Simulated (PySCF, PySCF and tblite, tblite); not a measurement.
# C4H6O: conformers and averaged spectra, part 3 of 3

PySCF and tblite. Atoms count from 0. Earlier steps stand in the parts before.

## (10) Shieldings, conformer 1: LC-wPBE/pcSseg-1 in acetonitrile

The job: settings as JSON, then the geometry in Å.

```
{"job": {"xc": "LC-wPBE", "basis": "pcSseg-1", "solvent": "acetonitrile", "kind": "nmr", "pop": false}, "charge": 0, "multiplicity": 1}
C      2.509572     0.402366    -0.285078
C      1.576216     0.032762     0.370877
O      0.576149    -0.375904     1.094153
C     -0.634772    -0.753709     0.429099
C     -1.297794     0.445835    -0.236940
H      3.354953     0.740144    -0.816977
H     -1.277838    -1.165388     1.213226
H     -0.420130    -1.538511    -0.309619
H     -2.236793     0.137807    -0.694804
H     -0.645372     0.856932    -1.006869
H     -1.498767     1.220335     0.502570
```

Standard output:

```text
coarse grid: 9152 points
cycle   1  E = -230.8914832178  dE =  8.038e-01  |g| = 4.825e-01  |ddm| = 2.861e+00
cycle   2  E = -230.9162027053  dE = -2.472e-02  |g| = 3.832e-01  |ddm| = 5.222e-01
cycle   3  E = -230.9408442495  dE = -2.464e-02  |g| = 5.734e-02  |ddm| = 2.132e-01
cycle   4  E = -230.9415157187  dE = -6.715e-04  |g| = 1.724e-02  |ddm| = 6.358e-02
cycle   5  E = -230.9415878554  dE = -7.214e-05  |g| = 5.455e-03  |ddm| = 2.060e-02
cycle   6  E = -230.9415958472  dE = -7.992e-06  |g| = 1.583e-03  |ddm| = 8.001e-03
final grid: 88272 points
cycle   7  E = -230.9917590684  dE = -3.341e-05  |g| = 5.854e-03  |ddm| = 2.625e-02
cycle   8  E = -230.9917592231  dE = -1.548e-07  |g| = 6.188e-03  |ddm| = 6.616e-03
cycle   9  E = -230.9917657312  dE = -6.508e-06  |g| = 5.548e-04  |ddm| = 3.496e-03
cycle  10  E = -230.9917658153  dE = -8.409e-08  |g| = 2.039e-04  |ddm| = 5.417e-04
cycle  11  E = -230.9917658342  dE = -1.886e-08  |g| = 6.255e-05  |ddm| = 3.095e-04
cycle  12  E = -230.9917658368  dE = -2.613e-09  |g| = 3.438e-05  |ddm| = 1.043e-04
cycle  13  E = -230.9917658378  dE = -1.018e-09  |g| = 1.084e-05  |ddm| = 8.196e-05
cycle  14  E = -230.9917658379  dE = -1.003e-10  |g| = 3.026e-06  |ddm| = 2.575e-05
converged SCF energy = -230.9917658379

GIAO shielding tensors (ppm)
atom      isotropic    diamagn.    paramagn.     s11        s22        s33       span
  0 C      154.042     261.998    -107.957     82.331    110.675    269.119    186.788
  1 C       92.978     260.843    -167.866    -10.792     -0.717    290.442    301.234
  2 O      294.040     398.156    -104.116    254.606    274.860    352.654     98.048
  3 C      117.925     244.964    -127.039     82.396     95.435    175.944     93.549
  4 C      175.046     249.667     -74.621    157.153    178.889    189.095     31.942
  5 H       30.115      32.976      -2.861     24.501     24.595     41.248     16.747
  6 H       27.479      28.649      -1.170     22.589     26.901     32.946     10.357
  7 H       27.488      29.727      -2.238     22.793     27.461     32.212      9.419
  8 H       30.485      28.908       1.577     26.420     27.120     37.915     11.495
  9 H       29.837      31.262      -1.425     25.377     29.766     34.367      8.990
 10 H       30.282      29.876       0.406     26.603     27.952     36.290      9.687
```

It took 7.7 s on 1 thread of Arm Neoverse V2, shared host; peak memory 0.59 GiB.

This run: HOMO -9.96 eV, LUMO 3.75 eV; dipole 2.69 D.

## (11) Single-point energy, conformer 1: r2SCAN/pcseg-1 in acetonitrile

The job, as its differences from that of step 10:

```diff
@@ -1,2 +1,2 @@
-{"job": {"xc": "LC-wPBE", "basis": "pcSseg-1", "solvent": "acetonitrile", "kind": "nmr", "pop": false}, "charge": 0, "multiplicity": 1}
+{"job": {"xc": "r2SCAN", "basis": "pcseg-1", "solvent": "acetonitrile", "kind": "sp"}, "charge": 0, "multiplicity": 1}
 C      2.509572     0.402366    -0.285078
```

Standard output:

```text
coarse grid: 40736 points
cycle   1  E = -230.9154798214  dE =  5.236e-01  |g| = 5.105e-01  |ddm| = 3.346e+00
cycle   2  E = -230.8807128581  dE =  3.477e-02  |g| = 6.376e-01  |ddm| = 1.086e+00
cycle   3  E = -230.9697426855  dE = -8.903e-02  |g| = 1.536e-01  |ddm| = 6.453e-01
cycle   4  E = -230.9754076034  dE = -5.665e-03  |g| = 4.895e-02  |ddm| = 1.703e-01
cycle   5  E = -230.9758864667  dE = -4.789e-04  |g| = 1.860e-02  |ddm| = 5.376e-02
cycle   6  E = -230.9759608429  dE = -7.438e-05  |g| = 3.783e-03  |ddm| = 1.836e-02
cycle   7  E = -230.9759637286  dE = -2.886e-06  |g| = 1.108e-03  |ddm| = 4.253e-03
final grid: 88272 points
cycle   8  E = -230.9771501752  dE = -4.384e-07  |g| = 2.007e-03  |ddm| = 4.621e-03
cycle   9  E = -230.9771488851  dE =  1.290e-06  |g| = 3.271e-03  |ddm| = 4.742e-03
cycle  10  E = -230.9771509613  dE = -2.076e-06  |g| = 4.902e-04  |ddm| = 3.158e-03
cycle  11  E = -230.9771510160  dE = -5.471e-08  |g| = 1.164e-04  |ddm| = 4.630e-04
cycle  12  E = -230.9771510192  dE = -3.200e-09  |g| = 2.931e-05  |ddm| = 1.266e-04
cycle  13  E = -230.9771510194  dE = -2.134e-10  |g| = 5.956e-06  |ddm| = 2.706e-05
converged SCF energy = -230.9771510194
```

Run time: 5.2 s. Hardware: 1 thread of Arm Neoverse V2, shared host; peak memory 0.48 GiB.

This run: HOMO -6.23 eV, LUMO 0.62 eV; dipole 2.80 D.

## (12) Shieldings, conformer 2: LC-wPBE/pcSseg-1 in acetonitrile

The job: settings as JSON, then the geometry in Å.

```
{"job": {"xc": "LC-wPBE", "basis": "pcSseg-1", "solvent": "acetonitrile", "kind": "nmr", "pop": false}, "charge": 0, "multiplicity": 1}
C      2.936969     0.182835    -0.129985
C      1.755245     0.149125    -0.330804
O      0.476001     0.113315    -0.554008
C     -0.400669    -0.070554     0.569232
C     -1.822354    -0.078967     0.034224
H      3.983620     0.219681    -0.007995
H     -0.254438     0.750235     1.285059
H     -0.162057    -1.020493     1.067364
H     -1.945231    -0.890021    -0.682640
H     -2.037206     0.864672    -0.465959
H     -2.524457    -0.217157     0.855236
```

Standard output:

```text
coarse grid: 9152 points
cycle   1  E = -230.8918360271  dE =  7.982e-01  |g| = 4.827e-01  |ddm| = 2.868e+00
cycle   2  E = -230.9165259445  dE = -2.469e-02  |g| = 3.849e-01  |ddm| = 5.394e-01
cycle   3  E = -230.9414267969  dE = -2.490e-02  |g| = 5.713e-02  |ddm| = 2.276e-01
cycle   4  E = -230.9420846880  dE = -6.579e-04  |g| = 1.735e-02  |ddm| = 6.307e-02
cycle   5  E = -230.9421574682  dE = -7.278e-05  |g| = 5.739e-03  |ddm| = 2.008e-02
cycle   6  E = -230.9421648557  dE = -7.387e-06  |g| = 1.728e-03  |ddm| = 8.095e-03
final grid: 88272 points
cycle   7  E = -230.9922485833  dE = -3.308e-05  |g| = 5.957e-03  |ddm| = 2.649e-02
cycle   8  E = -230.9922487632  dE = -1.799e-07  |g| = 6.288e-03  |ddm| = 7.052e-03
cycle   9  E = -230.9922555003  dE = -6.737e-06  |g| = 5.732e-04  |ddm| = 3.697e-03
cycle  10  E = -230.9922555864  dE = -8.608e-08  |g| = 1.977e-04  |ddm| = 5.774e-04
cycle  11  E = -230.9922556056  dE = -1.920e-08  |g| = 5.982e-05  |ddm| = 3.075e-04
cycle  12  E = -230.9922556085  dE = -2.836e-09  |g| = 3.255e-05  |ddm| = 1.115e-04
cycle  13  E = -230.9922556094  dE = -9.363e-10  |g| = 1.237e-05  |ddm| = 7.777e-05
converged SCF energy = -230.9922556094

GIAO shielding tensors (ppm)
atom      isotropic    diamagn.    paramagn.     s11        s22        s33       span
  0 C      156.487     260.535    -104.048     87.911    112.255    269.297    181.386
  1 C       91.352     260.006    -168.655    -11.642     -6.433    292.130    303.772
  2 O      296.909     400.691    -103.782    246.494    251.118    393.115    146.621
  3 C      115.652     245.786    -130.134     73.492     98.309    175.154    101.662
  4 C      173.468     246.822     -73.354    156.761    174.233    189.411     32.650
  5 H       30.140      32.395      -2.255     24.494     24.676     41.250     16.756
  6 H       27.396      29.815      -2.419     23.151     27.604     31.434      8.284
  7 H       27.400      29.871      -2.470     23.154     27.613     31.433      8.278
  8 H       30.204      28.915       1.289     26.150     28.470     35.993      9.843
  9 H       30.203      28.875       1.328     26.149     28.466     35.995      9.846
 10 H       30.433      27.608       2.826     26.415     27.186     37.699     11.283
```

Wall time 7.4 s (1 thread of Arm Neoverse V2, shared host); peak memory 0.73 GiB.

Key values: HOMO -9.99 eV, LUMO 3.83 eV; dipole 2.66 D.

## (13) Single-point energy, conformer 2: r2SCAN/pcseg-1 in acetonitrile

The job, as its differences from that of step 12:

```diff
@@ -1,2 +1,2 @@
-{"job": {"xc": "LC-wPBE", "basis": "pcSseg-1", "solvent": "acetonitrile", "kind": "nmr", "pop": false}, "charge": 0, "multiplicity": 1}
+{"job": {"xc": "r2SCAN", "basis": "pcseg-1", "solvent": "acetonitrile", "kind": "sp"}, "charge": 0, "multiplicity": 1}
 C      2.936969     0.182835    -0.129985
```

Standard output:

```text
coarse grid: 40736 points
cycle   1  E = -230.9155878038  dE =  5.208e-01  |g| = 5.116e-01  |ddm| = 3.351e+00
cycle   2  E = -230.8763795611  dE =  3.921e-02  |g| = 6.533e-01  |ddm| = 1.170e+00
cycle   3  E = -230.9699998267  dE = -9.362e-02  |g| = 1.544e-01  |ddm| = 7.075e-01
cycle   4  E = -230.9757472313  dE = -5.747e-03  |g| = 4.796e-02  |ddm| = 1.724e-01
cycle   5  E = -230.9761979882  dE = -4.508e-04  |g| = 1.969e-02  |ddm| = 5.606e-02
cycle   6  E = -230.9762826869  dE = -8.470e-05  |g| = 3.351e-03  |ddm| = 1.946e-02
cycle   7  E = -230.9762848908  dE = -2.204e-06  |g| = 1.149e-03  |ddm| = 3.833e-03
final grid: 88272 points
cycle   8  E = -230.9774693481  dE = -4.200e-07  |g| = 2.030e-03  |ddm| = 4.576e-03
cycle   9  E = -230.9774680854  dE =  1.263e-06  |g| = 3.263e-03  |ddm| = 4.932e-03
cycle  10  E = -230.9774701563  dE = -2.071e-06  |g| = 4.900e-04  |ddm| = 3.286e-03
cycle  11  E = -230.9774702103  dE = -5.401e-08  |g| = 1.121e-04  |ddm| = 4.728e-04
cycle  12  E = -230.9774702133  dE = -2.938e-09  |g| = 3.080e-05  |ddm| = 1.250e-04
cycle  13  E = -230.9774702135  dE = -2.389e-10  |g| = 5.769e-06  |ddm| = 2.856e-05
converged SCF energy = -230.9774702135
```

Run time: 5.1 s. Hardware: 1 thread of Arm Neoverse V2, shared host; peak memory 0.55 GiB.

Key values: HOMO -6.24 eV, LUMO 0.62 eV; dipole 2.79 D.

## (14) Boltzmann average: properties at LC-wPBE/pcSseg-1 in acetonitrile

The job: settings as JSON, then the geometry in Å.

```
{"job": {"study": "conf", "smiles": "C#COCC", "search": {"seed": 432, "n_embed": 60, "ff_keep": 14, "window": 3.0, "nmax": 10, "temps": [150, 200, 250, 298.15, 400], "t_ref": 298.15, "order": 0.0005}, "level": {"nmr": {"xc": "LC-wPBE", "basis": "pcSseg-1", "solvent": "acetonitrile"}, "sp": {"xc": "r2SCAN", "basis": "pcseg-1", "solvent": "acetonitrile"}, "alter": {"geometry": "GFN1-xTB"}, "change": "LC-wPBE/pcSseg-1; solvent acetonitrile; energies r2SCAN/pcseg-1; GFN1-xTB geometries", "top": 4}, "kind": "conf"}, "charge": 0, "multiplicity": 1}
C      2.509572     0.402366    -0.285078
C      1.576216     0.032762     0.370877
O      0.576149    -0.375904     1.094153
C     -0.634772    -0.753709     0.429099
C     -1.297794     0.445835    -0.236940
H      3.354953     0.740144    -0.816977
H     -1.277838    -1.165388     1.213226
H     -0.420130    -1.538511    -0.309619
H     -2.236793     0.137807    -0.694804
H     -0.645372     0.856932    -1.006869
H     -1.498767     1.220335     0.502570
```

Standard output:

```text
conformer  sym    E(xTB)   E(DFT)   G(298.15 K)  weight  dipole/D
    1     C1      0.000    0.124    0.000   0.5307    2.805
    2     Cs      0.993    0.000    0.073   0.4693    2.793

mean shielding (ppm) by class
class atoms           150 K      200 K      250 K   298.15 K      400 K
  0 C  0            155.484    155.337    155.248     155.19     155.11
  1 C  1             92.019     92.116     92.176     92.214     92.268
  2 O  2            295.732     295.56    295.455    295.387    295.293
  3 C  3            116.585    116.721    116.804    116.858    116.932
  4 C  4            174.116     174.21    174.268    174.306    174.357
  5 H  5              30.13     30.128     30.127     30.126     30.126
  6 H  6,7           27.433     27.438     27.441     27.443     27.446
  7 H  8,9,10        30.248     30.243      30.24     30.238     30.236
```

It took 26 s on 1 thread of Arm Neoverse V2, shared host. This counts the runs that the step sums up.

Against the first level, at 298 K (shieldings, ppm; largest changes first):

```csv
atoms,PBE0/pcSseg-1 in chloroform,LC-wPBE/pcSseg-1 in acetonitrile,change
O2,280.6,295.4,+14.8
C3,112.6,116.9,+4.3
C4,170.6,174.3,+3.7
C1,91.1,92.2,+1.2
C0,156.2,155.2,-1.0
H5,30.58,30.13,-0.46
"H6, H7",27.49,27.44,-0.05
"H8, H9, H10",30.28,30.24,-0.04
```

Weights: from TPSS/def2-TZVP in chloroform energies 1: 53 %, 2: 47 %; from r2SCAN/pcseg-1 in acetonitrile energies 1: 53 %, 2: 47 % (with a dispersion term where the level has one and the same thermal terms, so they don't follow from the SCF energies alone). Times: 66 s and 26 s.

## (15) What came out

The summary covers parts 1 to 3.

| quantity | value |
| --- | --- |
| conformers | 2; the first in weight is no. 1 (C1), 53 % at 298 K |
| root-mean-square dipole | 2.39 D |
| averaged $^{13}$C shifts (PBE0/pcSseg-1 in chloroform) | 96.5, 75.0, 31.4, 17.0 ppm |
| averaged $^{1}$H shifts (PBE0/pcSseg-1 in chloroform) | 4.21, 1.42, 1.12 ppm |

**Reading.** At 298 K conformer 1 holds 53 % of the ensemble (40 % at 150 K, 56 % at 400 K). It is not the lowest in DFT energy (no. 2 is): its mirror image counts too, which doubles its weight. xTB puts no. 1 lowest, DFT no. 2. Among conformers over 5 %, C0 differs by 2.6 ppm, while the average moves by 0.4 ppm from 150 to 400 K. Against 2 measured $^{13}$C shifts the average misses by 5.3 ppm, the leading conformer alone by 5.5 ppm. Vibration is missing from the shifts, so part of that gap is not the functional's. Among vicinal couplings, C1–H6 differs most between the conformers listed (7.3 for no. 1, 1.1 for no. 2; average 4.4 Hz). Between PBE0/pcSseg-1 in chloroform and LC-wPBE/pcSseg-1 in acetonitrile, O2 changes most, by 14.8 ppm of raw shielding (the geometries differ too); the energies behind both averages, dispersion terms included where typed, rank the same conformer first.
